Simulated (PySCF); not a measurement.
OSi, neutral, multiplicity 1. Atoms are numbered in the order given.

```xyz
2

Si     0.0000     0.0000    -0.5503
O      0.0000     0.0000     0.9630
```

Geometry: B3LYP-D3(BJ)/def2-TZVPD.

Level of theory: PBE/def2-TZVPD (PySCF).

Mulliken values depend strongly on the basis, most of all with diffuse functions as here. ESP charges are fitted to the potential on shells at 1.4 to 2.0 van der Waals radii. Atomic charges (e):

| atom | ESP fit | meta-Löwdin | Mulliken |
|---|---|---|---|
| Si1 | 0.42 | 0.64 | 0.34 |
| O2 | -0.42 | -0.64 | -0.34 |
